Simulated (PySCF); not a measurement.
Molecule: `CS(C)=O`, C₂H₆OS.

Geometry (Å), atoms numbered from 1 in this order:
```xyz
10

C    -1.2881    0.2455   -0.3638
S    -0.1132   -1.0268    0.1756
C     1.3864   -0.0202   -0.0109
O    -0.3216   -1.1916    1.6523
H    -2.2881   -0.1786   -0.2026
H    -1.1447    0.4805   -1.4282
H    -1.1587    1.1359    0.2685
H     1.2868    0.8710    0.6258
H     2.2153   -0.6421    0.3524
H     1.5506    0.2496   -1.0646
```

Geometry PBE0-D3(BJ)/def2-SVP throughout; GIAO in PySCF 2.14.0 with density-fitted response routines, gas phase, one conformer, non-relativistic; equivalent atoms averaged; basis pcSseg-2.

For orientation, mPW1PW91 gives these shifts δ (against TMS, CS2, H2O at the same level): C1/C3 45.1, S2 324.4, O4 58.9, H5/H6/H7/H8/H9/H10 2.17 ppm.

A run gave: C1/C3 45.7, S2 327.0, O4 80.1, H5/H6/H7/H8/H9/H10 2.15 ppm (shifts δ (against TMS, CS2, H2O at the same level)).

Question: Which functional was used in that run?
A. KT2
B. B3LYP
C. LDA
D. OPBE

Answer: A. S2 tells them apart best: KT2 gives 327.0, B3LYP gives 345.7, LDA gives 361.2, OPBE gives 317.1 ppm.
